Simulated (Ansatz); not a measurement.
Born–Oppenheimer molecular dynamics of FH₇Si₂ (10 atoms, charge 0, multiplicity 1). It starts at the highest image of a converged band. Of that band: Neighbouring images differ by up to 1.8 eV, so the band resolves the path poorly. A vibrational analysis at the climbing image gives one clearly imaginary mode, 1143i cm⁻¹: a first-order saddle point.

Method: RKS PBE0/def2-SVP in Ansatz.

* ensemble: NVE (velocity Verlet)
* time step: 0.5 fs
* steps asked: 200
* starting velocities drawn for: 300 K
* seed: 7797

First frame:

```xyz
10
Properties=species:S:1:pos:R:3
Si -0.144 -0.070 -0.027
F 0.268 -0.703 1.757
H 0.911 0.969 0.101
H -1.070 0.522 -1.071
H 0.224 -1.387 -0.608
Si -2.499 0.182 1.043
H -3.212 -0.642 0.026
H -3.060 -0.126 2.401
H -2.660 1.640 0.773
H -0.870 -0.385 1.606
```

(1) How far do the bonds stretch over the last three quarters of this one trajectory? (Pairs bonded in most of those frames.)

Results:

(1) 
```csv
bond,mean (Å),spread (Å),shortest,longest
Si1–F2,1.658,0.098,1.51,1.83
Si1–H3,1.490,0.024,1.45,1.53
Si1–H4,1.492,0.022,1.46,1.55
Si1–H5,1.498,0.052,1.42,1.57
Si6–H7,1.515,0.016,1.48,1.54
Si6–H8,1.504,0.016,1.47,1.54
Si6–H9,1.507,0.027,1.46,1.56
Si6–H10,1.503,0.015,1.45,1.53
```

Mean temperature of the second half: 2350 K. The conserved energy stayed within 0.11 meV per atom of its start (net change 0.058 meV per atom), so the integration is sound. The kinetic energy rose, since the run started high on the potential surface and went downhill. It ends in pieces (FH3Si + H4Si), so much of that is their flight and rotation, not heat. A run of 0.1 ps of so small a system gives no equilibrium averages. The orbitals stay closed-shell, which can raise the energy where a bond breaks towards radicals; this wasn't checked here.

Time of the run: 5.4 min on 2 threads of Arm Neoverse V1, with other jobs on the host, peak memory 0.16 GiB.
